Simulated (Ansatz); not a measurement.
# NH2Cl (triplet): the correlation ladder at distance Cl1–H2 along a hydrogen transfer = 1.422 Å, cc-pVDZ

How much of the correlation energy of NH2Cl (triplet) does each wave-function method recover here?

The runs use Ansatz 0.2.0, Gaussian basis; cc-pVDZ, core rule «outside noble gas», up to 6 orbitals frozen.

The runs, in order: UHF; CCSD(T) on ROHF; CCSD(T) on UHF; BCCD(T) on ROHF; CISD; CCSDT(Q) on ROHF; CCSDT(Q) on UHF; CASSCF and MRCISD+Q, 4 electrons in 4 orbitals; CASSCF and NEVPT2, 4 electrons in 4 orbitals; CASSCF and MRCISD+Q, 14 electrons in 10 orbitals; CASSCF and NEVPT2, 14 electrons in 10 orbitals.

5 further runs of the same task are left out: 5 that didn't finish.

## 1. What is computed

The geometry derives from fragments relaxed apart (PBE0/def2-TZVP) and kept rigid, so it is no stationary point. A hydrogen atom is moved between rigid fragments.

4 atoms, charge 0, spin multiplicity 3.

Atoms are counted from 1 here; the program's logs count them from 0.

Bond lengths: Cl1–H2 1.422 Å, H2–N3 1.231 Å, N3–H4 1.040 Å. Angles: Cl1–H2–N3 180.0°, H2–N3–H4 105.0°.

Coordinates:

```tsv
atom	x (Å)	y (Å)	z (Å)
Cl1	-0.8070	0.0197	0.0000
H2	0.6150	0.0197	0.0000
N3	1.8460	0.0197	0.0000
H4	2.1151	-0.9846	0.0000
```

## 2. UHF

in.yaml

```yaml
crystal:
  periodic: [false, false, false]
  atoms:
    - {symbol: Cl, position_ang: [-0.806953, 0.019664, 0.000000]}
    - {symbol: H, position_ang: [0.615047, 0.019664, 0.000000]}
    - {symbol: N, position_ang: [1.846047, 0.019664, 0.000000]}
    - {symbol: H, position_ang: [2.115129, -0.984563, 0.000000]}
basis:
  gaussian: {orbitals: cc-pVDZ}
magnetization: {spin_polarized: true, initial_magnetization: 2}
hamiltonian: {xc: hf}
output: {orbitals: {seedname: orbitals}}
```

The run is started by

```console
$ ansatz run in.yaml --threads 1 --pin off --events-out ev --progress --plain --max-ram 2393MiB
```

The runs that follow: CCSD(T) on ROHF; CCSD(T) on UHF; BCCD(T) on ROHF; CISD; CCSDT(Q) on ROHF; CCSDT(Q) on UHF; CASSCF and MRCISD+Q, 4 electrons in 4 orbitals; CASSCF and NEVPT2, 4 electrons in 4 orbitals; CASSCF and MRCISD+Q, 14 electrons in 10 orbitals; CASSCF and NEVPT2, 14 electrons in 10 orbitals.

**Question.** What will the summary of the whole plan be? Wanted: UCCSDT(Q) below the RHF energy; RMP2 from UCCSDT(Q); UMP2 from UCCSDT(Q); RCCSD from UCCSDT(Q); RCCSD(T) from UCCSDT(Q); UCCSD(T) from UCCSDT(Q); RCCSDT(Q) from UCCSDT(Q); NEVPT2 valence from UCCSDT(Q); MRCISD+Q valence from UCCSDT(Q).

As calculated:

```
                         quantity                                                                     value
   UCCSDT(Q) below the RHF energy                                                                -8.7257 eV
              RMP2 from UCCSDT(Q)                                                               +1165.0 meV
              UMP2 from UCCSDT(Q)                                                               +1145.1 meV
             RCCSD from UCCSDT(Q)                                                                +214.9 meV
          RCCSD(T) from UCCSDT(Q)                                                                 +38.4 meV
          UCCSD(T) from UCCSDT(Q)                                                                 +37.0 meV
         RCCSDT(Q) from UCCSDT(Q)                                                                  +1.5 meV
    NEVPT2 valence from UCCSDT(Q)                                                               +1418.5 meV
  MRCISD+Q valence from UCCSDT(Q)                                                                 +40.1 meV
levels within 1 kcal/mol (43 meV)  RCCSD(T), UCCSD(T), BCCD(T), RCCSDT, UCCSDT, RCCSDT(Q), MRCISD+Q valence
                    T1 diagnostic                                                                     0.034
   effectively unpaired electrons                                                                      2.01
```

**Reading.** RCCSD(T) misses by +38.4 meV, 0.4 % of the correlation energy. One determinant dominates. Of the multireference levels listed MRCISD+Q valence comes nearest in total energy (+40.1 meV), which doesn't show that its space is the better one. These misses are within one basis, not against nature; the frozen cores of restricted and unrestricted runs differ, which can shift their rows.
